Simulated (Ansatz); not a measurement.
`C=C=NC(=N)Cl` + H₂ → `N=CCl` + `C=C=N` at 400 K and 1 bar (hydrogenolysis of a C–N bond).

Isolated molecules relaxed with PBE0-D4/def2-TZVP in Ansatz; ΔE leaves out vibrations. CCSD(T)/CBS is the MP2 limit (def2-TZVPP, def2-QZVPP) plus CCSD(T) − MP2 in def2-TZVPP, frozen cores. This one scheme is used for every species. One conformer a species, not always the lowest.

```csv
species,CCSD(T)/CBS energy (Eh),H − E (kJ/mol),S (J/(mol·K))
`C=C=NC(=N)Cl`,-685.06210,180.4,369.5
H₂,-1.17544,38.0,139.0
`N=CCl`,-553.70684,99.7,275.2
`C=C=N`,-132.55079,133.3,267.3
```

H − E and S are ideal-gas, rigid-rotor, harmonic terms from PBE0-D4/def2-TZVP, for one conformer and one mirror image of each species. The MP2-based limit puts H₂ 0.8 mEh under its directly extrapolated value; such offsets cancel only in part. 1 Eh = 2625.50 kJ/mol, R = 8.31446 J/(mol·K).

Problem. By hand: ΔE, ΔH, ΔS and ΔG.

Solution. ΔE = (-553.70684) + (-132.55079) − (-685.06210) − (-1.17544) = -0.02009 Eh = -52.7 kJ/mol. Δ(H − E) = 99.7 + 133.3 − 180.4 − 38.0 = 14.6, so ΔH = -38.1 kJ/mol. ΔS = 275.2 + 267.3 − 369.5 − 139.0 = 34.0 J/(mol·K). ΔG = -38.1 − 400 × (34.0)/1000 = -51.7 kJ/mol.

Problem. By hand: the equilibrium constant, and the temperature at which ΔG would vanish if ΔH and ΔS stayed fixed.

Solution. log₁₀ K = −ΔG/(RT ln 10) = 6.8. ΔH and −TΔS have one sign here, so there is no such temperature.

TΔS isn't small against ΔH here. A doubt of 5 kJ/mol in ΔE shifts log₁₀ K by 0.7 here. Other conformers and mirror images would add mixing entropy, several J/(mol·K) or more a flexible species. Modes under 60 cm⁻¹, often nearly free rotors, make the harmonic entropy too high. These are equilibria of isolated gas molecules and say nothing of rates. Largest T1 diagnostic: 0.015 (customary marks: 0.02 for closed shells, 0.045 for open ones).
